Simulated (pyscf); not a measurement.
A first-order saddle from PySCF, ωB97X-D3(BJ)/def2-SVP:

```
Ti
N 1 1.8865
H 2 1.0161 1 123.81
H 2 1.0167 3 110.50 1 -168.55
N 1 1.8866 2 119.03 3 -113.76
H 5 1.0161 1 123.82 2 113.92
H 5 1.0167 6 110.50 1 168.70
N 1 1.8910 2 101.25 3 -4.03
H 8 1.0159 1 130.70 2 118.41
H 8 1.0202 9 109.42 1 180.00
N 1 2.1363 2 118.70 3 87.33
C 11 1.4486 1 115.43 2 -168.96
H 12 1.1022 11 109.51 1 -45.12
H 12 1.1077 13 107.32 11 -122.02
H 12 1.1081 13 108.27 14 -115.81
C 11 1.4487 12 114.23 13 177.60
H 16 1.1022 11 109.51 12 -177.61
H 16 1.1077 17 107.32 11 122.02
H 16 1.1081 17 108.27 18 115.81
H 11 1.2765 12 115.93 13 38.71
N 20 1.3058 11 144.28 12 -110.90
H 21 1.0185 20 116.10 11 115.06
H 21 1.0185 22 108.86 20 -133.16
```
Charge 0, spin multiplicity 1.

Surface: singlet, charge 0. Lowest wavenumbers (cm⁻¹): 1284i, 63, 85, 137, 141.

### Question
Which two sides does it connect, and which bonds change?

### Answer
`[CH3][N]([CH3])[Ti]([NH2])([NH2])[NH2]` + `[NH3]` ⇌ `[NH2][Ti]([NH2])([NH2])[NH2]` + `[CH3][NH][CH3]`, a four-centre exchange read from left to right: N–Ti, H–N broken and N–Ti, H–N formed. At ωB97M-D3(BJ)/def2-TZVP it lies +37.8 kJ/mol from the left side and +29.2 kJ/mol from the right (each side as separated species at their lowest minima found). On the reactant side the descent ends in an adduct with a N–Ti contact (not fully relaxed), 46.3 kJ/mol under the separated species and 79.1 kJ/mol under the saddle at ωB97X-D3(BJ)/def2-TZVP. On the product side the descent ends in an adduct with a N–Ti contact, 31.4 kJ/mol under the separated species and 49.0 kJ/mol under the saddle at ωB97X-D3(BJ)/def2-TZVP. What is counted as formed (N–Ti) is already present as a longer contact in the reactant adduct; forming that adduct is a step of its own. What is counted as broken (N–Ti) persists as a longer contact in the product adduct; parting that adduct is a step of its own. H₃C–NH–CH₃ lies 32.8 kJ/mol over its isomer H₃C–CH₂–NH₂, and others may lie lower still (electronic energy, ωB97M-D3(BJ)). One saddle was located; it need not be the lowest between these sides.
